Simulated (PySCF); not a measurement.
# Name the molecule from its bond curve

A diatomic of charge 0 contains Cl. Its singlet curve at TPSS in a single-zeta basis (no relativity, PySCF), in eV from the separated fragments:

(R (Å), E (eV)): (1.489, -1.174), (1.558, -2.117), (1.627, -2.676), (1.679, -2.903), (1.731, -3.002), (1.783, -3.002), (1.852, -2.886), (1.939, -2.614), (2.043, -2.180), (2.181, -1.534)

The fit gives ωe = 846 cm⁻¹ and the rotational constant Bₑ = 0.4439 cm⁻¹.

Task: Which atom is the partner?

Result: The minimum lies at 1.756 Å, so the reduced mass is 16.8576 u Å² cm⁻¹/(Bₑ·Re²) = 12.32 u. With Cl at 34.97 u the partner weighs about 19.0 u: F. The molecule is ClF.

STO-3G is very small, so such numbers show the basis as much as the molecule.
